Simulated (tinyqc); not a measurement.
CIS on RHF in the sto-3g basis, frozen core, for H2O, spin multiplicity 1, step by step. One step of it, computed by the program tinyqc.

Task: CIS matrix, singlets. A(ia,jb) = (e_a - e_i) d_ij d_ab + 2 (ia|jb) - (ij|ab).

orbital energies (hartree): MO1 -20.272688, MO2 -1.209929, MO3 -0.531441, MO4 -0.448680, MO5 -0.391823, MO6 0.476339, MO7 0.557067

Two-electron integrals over orbitals (pq|rs), unique and non-zero (hartree); the lowest 1 orbital is frozen and left out:
```
(22|22) 0.725064    (32|32) 0.129636    (33|22) 0.617814    (33|33) 0.595239
(42|22) -0.025133   (42|33) 0.003185    (42|42) 0.129364    (43|32) 0.026372
(43|43) 0.056937    (44|22) 0.654975    (44|33) 0.565276    (44|42) -0.090544
(44|44) 0.689739    (52|52) 0.150497    (53|53) 0.026720    (54|52) -0.045143
(54|54) 0.048100    (55|22) 0.754800    (55|33) 0.604274    (55|42) -0.082508
(55|44) 0.683267    (55|55) 0.880159    (62|22) 0.131144    (62|33) 0.068588
(62|42) 0.032568    (62|44) 0.058242    (62|55) 0.139190    (62|62) 0.095665
(63|32) -0.032306   (63|43) -0.036542   (63|63) 0.070487    (64|22) 0.129179
(64|33) 0.051158    (64|42) -0.055825   (64|44) 0.132257    (64|55) 0.153842
(64|62) 0.057308    (64|64) 0.103152    (65|52) 0.049821    (65|54) 0.006104
(65|65) 0.034412    (66|22) 0.599684    (66|33) 0.551920    (66|42) 0.044818
(66|44) 0.548358    (66|55) 0.583949    (66|62) 0.094960    (66|64) 0.055927
(66|66) 0.586900    (72|32) 0.053950    (72|43) -0.032091   (72|63) 0.030300
(72|72) 0.067404    (73|22) 0.162720    (73|33) 0.089368    (73|42) -0.081390
(73|44) 0.136160    (73|55) 0.202324    (73|62) 0.066601    (73|64) 0.105643
(73|66) 0.046305    (73|73) 0.162591    (74|32) -0.073826   (74|43) -0.015540
(74|63) 0.053948    (74|72) -0.016095   (74|74) 0.073329    (75|53) 0.023809
(75|75) 0.024435    (76|32) 0.082743    (76|43) 0.062484    (76|63) -0.061678
(76|72) -0.006160   (76|74) -0.061616   (76|76) 0.109575    (77|22) 0.603794
(77|33) 0.581021    (77|42) -0.015645   (77|44) 0.572050    (77|55) 0.602334
(77|62) 0.059186    (77|64) 0.049132    (77|66) 0.551012    (77|73) 0.088863
(77|77) 0.590434
```

Give: CIS matrix A, singlet.

Result:

CIS matrix A, singlet (hartree), order 2>6, 2>7, 3>6, 3>7, 4>6, 4>7, 5>6, 5>7:
$$\begin{pmatrix}
1.2779 & 0.0000 & 0.0000 & 0.0505 & 0.0698 & 0.0000 & 0.0000 & 0.0000 \\
0.0000 & 1.2980 & -0.0221 & 0.0000 & 0.0000 & -0.0165 & 0.0000 & 0.0000 \\
0.0000 & -0.0221 & 0.5968 & 0.0000 & 0.0000 & 0.0454 & 0.0000 & 0.0000 \\
0.0505 & 0.0000 & 0.0000 & 0.8327 & 0.1488 & 0.0000 & 0.0000 & 0.0000 \\
0.0698 & 0.0000 & 0.0000 & 0.1488 & 0.5830 & 0.0000 & 0.0000 & 0.0000 \\
0.0000 & -0.0165 & 0.0454 & 0.0000 & 0.0000 & 0.5804 & 0.0000 & 0.0000 \\
0.0000 & 0.0000 & 0.0000 & 0.0000 & 0.0000 & 0.0000 & 0.3530 & 0.0000 \\
0.0000 & 0.0000 & 0.0000 & 0.0000 & 0.0000 & 0.0000 & 0.0000 & 0.3954
\end{pmatrix}$$
